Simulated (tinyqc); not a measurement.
Inside a calculation. Method: CCSD on RHF in the sto-3g basis, frozen core, for LiH, spin multiplicity 1. One step of it, computed by the program tinyqc.

Question. CCSD: starting amplitudes. t_ij^ab = <ij||ab> / (e_i + e_j - e_a - e_b), whose energy is MP2.

orbital energies (hartree): MO1 -2.349540, MO2 -0.282527, MO3 0.077920, MO4 0.163943, MO5 0.163943, MO6 0.538680

Two-electron integrals over orbitals (pq|rs), unique and non-zero (hartree); the lowest 1 orbital is frozen and left out:
```
(22|22) 0.485096    (32|22) -0.049128   (32|32) 0.013394    (33|22) 0.222714
(33|32) 0.007906    (33|33) 0.337530    (42|42) 0.023249    (43|42) 0.019307
(43|43) 0.041271    (44|22) 0.268598    (44|32) 0.006124    (44|33) 0.281909
(44|44) 0.312946    (52|52) 0.023249    (53|52) 0.019307    (53|53) 0.041271
(54|54) 0.016869    (55|22) 0.268598    (55|32) 0.006124    (55|33) 0.281909
(55|44) 0.279207    (55|55) 0.312946    (62|22) 0.125187    (62|32) -0.034994
(62|33) -0.013223   (62|44) -0.017894   (62|55) -0.017894   (62|62) 0.124284
(63|22) -0.051547   (63|32) 0.009744    (63|33) 0.035969    (63|44) 0.002522
(63|55) 0.002522    (63|62) -0.032213   (63|63) 0.026533    (64|42) -0.019566
(64|43) -0.013660   (64|64) 0.019770    (65|52) -0.019566   (65|53) -0.013660
(65|65) 0.019770    (66|22) 0.452529    (66|32) -0.043732   (66|33) 0.241225
(66|44) 0.267689    (66|55) 0.267689    (66|62) 0.132118    (66|63) -0.044232
(66|66) 0.452595
```

Give: Starting amplitudes; correlation energy.

Answer.

Starting amplitudes (spin orbitals 1a, 1b, ...; amplitudes related by a flip of all spins are not repeated):
```
from      to        t
2a 2b  6a 6b  -0.0757
2a 2b  3a 6b   0.0296
2a 2b  5a 5b  -0.0260
2a 2b  4a 4b  -0.0260
2a 2b  3a 3b  -0.0186
```

correlation energy = -0.012937 hartree
